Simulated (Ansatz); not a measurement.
**Cost against result**

Saddle point of CH7MgN, closed shell (CH₅MgN ([CH3][Mg][NH2]) + H₂ → CH₄Mg ([CH3][MgH]) + NH₃ (still joined by a long Mg–N bond); bonds formed: Mg1–H5, N2–H4; bonds broken: H4–H5; bonds weakened to dative contacts: Mg1–N2), PBE0-D4/def2-TZVP structure:

Mg1  (-0.055, 0.096, 0.081)
N2  (1.946, -0.069, 0.223)
C3  (-1.939, -0.397, -0.647)
H4  (1.355, 0.924, 1.047)
H5  (0.585, 1.428, 1.394)
H6  (2.429, -0.798, 0.735)
H7  (2.604, 0.296, -0.456)
H8  (-2.737, -0.046, 0.015)
H9  (-2.124, 0.046, -1.632)
H10  (-2.065, -1.479, -0.760)
(Å)

Barriers are electronic and count from the start structure reached by relaxing down the imaginary mode.

Program: Ansatz 0.2.0. Basis: as named in each row. Cores are frozen in the correlated methods. The outer core shell of Li, Na, Mg and K is correlated. The def2 sets are not built for correlating such inner shells, so the correlated values are less sure here. B3LYP uses VWN-RPA correlation. Extrapolation: Hartree–Fock as exp(−7.88 √X), correlation as X^−2.97.

Times are rough, for one single point on 2 threads of a shared host (Intel Xeon Platinum 8375C).

The estimate by CCSD(T) at an estimated basis limit (MP2 extrapolated from triple and quadruple zeta, plus CCSD(T) − MP2 in triple zeta) is 0.691 eV.

```
      method       basis  time (s)  barrier (eV)  method less estimate
          HF      STO-3G   under 1         1.085                 0.394
      PBE-D4      STO-3G   under 1         0.039                -0.652
       SPW92    def2-SVP   under 1         0.101                -0.589
    B3LYP-D4       6-31G   under 1         0.556                -0.134
      PBE-D4    def2-SVP         1         0.336                -0.355
     PBE0-D4    def2-SVP         1         0.425                -0.265
       SPW92  def2-TZVPP         2         0.173                -0.518
      PBE-D4  def2-TZVPP         2         0.411                -0.279
     BLYP-D4  def2-TZVPP         2         0.537                -0.153
    BHLYP-D4  def2-TZVPP         3         0.672                -0.018
     PBE0-D4  def2-TZVPP         3         0.484                -0.206
CAM-B3LYP-D4  def2-TZVPP         3         0.598                -0.092
    B3LYP-D4  def2-TZVPP         3         0.581                -0.110
   r2SCAN-D4  def2-TZVPP         4         0.468                -0.223
      B2PLYP  def2-TZVPP         4         0.634                -0.057
    PBE-QIDH  def2-TZVPP         4         0.585                -0.105
     wB97M-V    def2-SVP         4         0.546                -0.144
  r2SCAN0-D4  def2-TZVPP         4         0.530                -0.160
     CCSD(T)    def2-SVP         4         0.639                -0.052
  RPA on PBE  def2-TZVPP         7         0.659                -0.032
      B97M-V  def2-TZVPP         8         0.445                -0.246
     wB97X-V  def2-TZVPP         8         0.632                -0.058
     wB97M-V  def2-TZVPP         8         0.645                -0.045
         MP2  def2-QZVPP        18         0.693                 0.002
     CCSD(T)  def2-TZVPP        61         0.671                -0.019
```

All methods are single points on the PBE0-D4 structures.

No T1 diagnostic of these runs exceeds 0.011.

Labels in which every atom is bracketed show which atoms are joined, not bond orders.
